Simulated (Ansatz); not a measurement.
Born–Oppenheimer molecular dynamics of C3H3FO (8 atoms, charge 0, multiplicity 1). It starts at the highest image of a converged band. Of that band: Neighbouring images differ by up to 3.3 eV, so the band resolves the path poorly. A vibrational analysis at the climbing image gives one clearly imaginary mode, 2127i cm⁻¹: a first-order saddle point.

All numbers below come from Ansatz, RHF/def2-SVP.

| Quantity | Value |
| --- | --- |
| ensemble | NVE (velocity Verlet) |
| time step | 0.5 fs |
| steps asked | 200 |
| starting velocities drawn for | 100 K |
| seed | 3698 |

Frames 1 fs apart, positions in Å, forces in eV/Å.

Velocities at 30.0 fs (Å/ps):

```
F 1.63 0.47 -3.22
C 9.21 1.69 8.39
C -14.48 3.14 -30.53
C 11.31 -23.52 5.43
O -10.07 9.95 13.33
H 9.64 41.33 -11.84
H 17.33 -7.43 45.49
H 30.20 22.12 14.50
```

```xyz
8
Properties=species:S:1:pos:R:3:forces:R:3 time_fs=30.0 energy_less_start_eV=-1.817 T=2445
F -1.122 -0.575 1.593 -0.42 -0.10 -1.87
C -1.048 0.359 0.569 -0.35 -1.99 -2.14
C 0.301 0.174 -0.339 2.80 0.05 0.91
C 1.232 -1.033 -0.716 -2.83 0.68 -0.49
O 0.839 1.168 -0.772 -2.06 -0.99 0.02
H -0.663 1.165 1.141 -0.93 2.04 -0.29
H 2.311 -0.887 -0.595 -0.42 0.47 1.01
H -2.164 0.446 -0.146 4.20 -0.15 2.85
8
Properties=species:S:1:pos:R:3:forces:R:3 time_fs=31.0 energy_less_start_eV=-2.067 T=2764
F -1.120 -0.574 1.589 -0.30 0.07 -1.79
C -1.038 0.360 0.576 -0.11 -0.92 -1.99
C 0.288 0.177 -0.368 3.04 -0.37 1.79
C 1.242 -1.057 -0.711 -2.56 0.77 -0.51
O 0.829 1.177 -0.758 -1.84 -0.62 -0.42
H -0.658 1.214 1.128 -1.09 0.88 -0.61
H 2.325 -0.892 -0.544 -0.87 0.49 0.86
H -2.115 0.467 -0.118 3.73 -0.30 2.66
8
Properties=species:S:1:pos:R:3:forces:R:3 time_fs=32.0 energy_less_start_eV=-2.395 T=3182
F -1.119 -0.574 1.584 -0.17 0.20 -1.63
C -1.030 0.360 0.582 0.75 0.20 -1.47
C 0.277 0.180 -0.397 3.10 -0.78 2.63
C 1.250 -1.079 -0.706 -2.30 0.89 -0.47
O 0.817 1.187 -0.745 -1.52 -0.23 -0.85
H -0.664 1.273 1.108 -1.13 -0.34 -0.83
H 2.332 -0.893 -0.486 -1.22 0.47 0.66
H -2.029 0.486 -0.065 2.49 -0.41 1.97
8
Properties=species:S:1:pos:R:3:forces:R:3 time_fs=33.0 energy_less_start_eV=-2.521 T=3334
F -1.118 -0.573 1.579 -0.05 0.28 -1.43
C -1.020 0.361 0.587 3.05 0.85 -0.12
C 0.268 0.182 -0.424 3.02 -1.14 3.36
C 1.256 -1.101 -0.702 -2.11 1.07 -0.41
O 0.804 1.196 -0.733 -1.15 0.13 -1.24
H -0.680 1.328 1.081 -0.96 -1.30 -0.79
H 2.327 -0.889 -0.421 -1.40 0.41 0.45
H -1.921 0.500 0.007 -0.39 -0.31 0.19
8
Properties=species:S:1:pos:R:3:forces:R:3 time_fs=34.0 energy_less_start_eV=-2.115 T=2816
F -1.116 -0.572 1.573 0.07 0.33 -1.19
C -1.008 0.362 0.592 7.30 0.63 2.36
C 0.262 0.183 -0.448 2.82 -1.40 3.96
C 1.261 -1.122 -0.698 -2.03 1.31 -0.34
O 0.791 1.205 -0.721 -0.77 0.38 -1.58
H -0.705 1.371 1.046 -0.57 -1.82 -0.49
H 2.308 -0.881 -0.352 -1.41 0.33 0.25
H -1.819 0.512 0.079 -5.41 0.25 -2.96
8
Properties=species:S:1:pos:R:3:forces:R:3 time_fs=35.0 energy_less_start_eV=-1.653 T=2244
F -1.115 -0.572 1.566 0.21 0.31 -0.87
C -0.990 0.363 0.598 9.56 0.08 3.43
C 0.259 0.183 -0.468 2.59 -1.53 4.44
C 1.264 -1.142 -0.694 -2.05 1.58 -0.29
O 0.777 1.215 -0.710 -0.41 0.50 -1.88
H -0.736 1.396 1.007 -0.01 -1.85 0.02
H 2.277 -0.870 -0.281 -1.28 0.23 0.10
H -1.767 0.526 0.124 -8.61 0.69 -4.94
8
Properties=species:S:1:pos:R:3:forces:R:3 time_fs=36.0 energy_less_start_eV=-1.936 T=2584
F -1.114 -0.571 1.559 0.41 0.20 -0.46
C -0.964 0.365 0.607 5.14 0.34 0.43
C 0.257 0.182 -0.485 2.40 -1.50 4.81
C 1.265 -1.161 -0.690 -2.11 1.88 -0.26
O 0.763 1.224 -0.701 -0.13 0.47 -2.13
H -0.766 1.405 0.969 0.59 -1.40 0.63
H 2.233 -0.857 -0.209 -1.06 0.10 -0.01
H -1.793 0.546 0.124 -5.23 -0.08 -3.02
8
Properties=species:S:1:pos:R:3:forces:R:3 time_fs=37.0 energy_less_start_eV=-2.101 T=2794
F -1.112 -0.569 1.551 0.60 0.08 -0.07
C -0.935 0.367 0.617 -0.59 0.41 -3.09
C 0.257 0.180 -0.499 2.23 -1.29 5.05
C 1.265 -1.178 -0.687 -2.18 2.19 -0.22
O 0.749 1.234 -0.692 0.07 0.27 -2.34
H -0.791 1.400 0.936 1.05 -0.60 1.20
H 2.179 -0.843 -0.136 -0.80 -0.04 -0.08
H -1.868 0.566 0.095 -0.38 -1.01 -0.45
8
Properties=species:S:1:pos:R:3:forces:R:3 time_fs=38.0 energy_less_start_eV=-1.793 T=2407
F -1.110 -0.568 1.544 0.75 0.01 0.19
C -0.906 0.369 0.624 -3.82 -0.30 -4.93
C 0.259 0.177 -0.508 2.07 -0.92 5.14
C 1.262 -1.194 -0.684 -2.20 2.53 -0.14
O 0.735 1.245 -0.685 0.21 -0.07 -2.50
H -0.806 1.389 0.914 1.29 0.29 1.59
H 2.117 -0.829 -0.065 -0.58 -0.23 -0.14
H -1.948 0.576 0.061 2.27 -1.31 0.80
8
Properties=species:S:1:pos:R:3:forces:R:3 time_fs=39.0 energy_less_start_eV=-1.391 T=1895
F -1.108 -0.567 1.536 0.86 -0.05 0.34
C -0.880 0.371 0.627 -5.24 -1.09 -5.53
C 0.263 0.173 -0.513 1.91 -0.42 5.08
C 1.259 -1.207 -0.680 -2.17 2.89 0.02
O 0.721 1.255 -0.679 0.33 -0.51 -2.63
H -0.809 1.381 0.908 1.32 0.87 1.73
H 2.050 -0.817 0.005 -0.40 -0.45 -0.23
H -2.008 0.573 0.035 3.38 -1.23 1.22
8
Properties=species:S:1:pos:R:3:forces:R:3 time_fs=40.0 energy_less_start_eV=-1.160 T=1598
F -1.105 -0.566 1.529 0.95 -0.14 0.45
C -0.858 0.372 0.626 -5.85 -1.33 -5.39
C 0.268 0.168 -0.514 1.76 0.13 4.87
C 1.253 -1.218 -0.677 -2.10 3.24 0.25
O 0.707 1.265 -0.676 0.45 -0.98 -2.73
H -0.799 1.381 0.918 1.25 0.80 1.59
H 1.978 -0.810 0.073 -0.25 -0.69 -0.35
H -2.035 0.559 0.019 3.80 -1.02 1.31
8
Properties=species:S:1:pos:R:3:forces:R:3 time_fs=41.0 energy_less_start_eV=-1.171 T=1613
F -1.102 -0.565 1.522 1.00 -0.30 0.54
C -0.840 0.372 0.620 -6.11 -0.93 -4.79
C 0.275 0.164 -0.511 1.63 0.67 4.54
C 1.246 -1.226 -0.674 -2.05 3.57 0.53
O 0.693 1.274 -0.673 0.59 -1.44 -2.80
H -0.777 1.388 0.943 1.12 0.13 1.19
H 1.905 -0.809 0.138 -0.11 -0.93 -0.48
H -2.027 0.535 0.017 3.93 -0.77 1.27
```

Of the whole run (100 fs, mean temperature of the second half 2789 K): The conserved energy stayed within 1.8 meV per atom of its start (net change -0.97 meV per atom), so the integration is sound. The system heated up, since it started high on the potential surface and ran downhill. A run of 0.1 ps of so small a system gives no equilibrium averages. The orbitals stay closed-shell, which can raise the energy where a bond breaks towards radicals; this wasn't checked here.

The run took 4.6 min on 1 thread of Arm Neoverse V1, with other jobs on the host, peak memory 0.26 GiB.
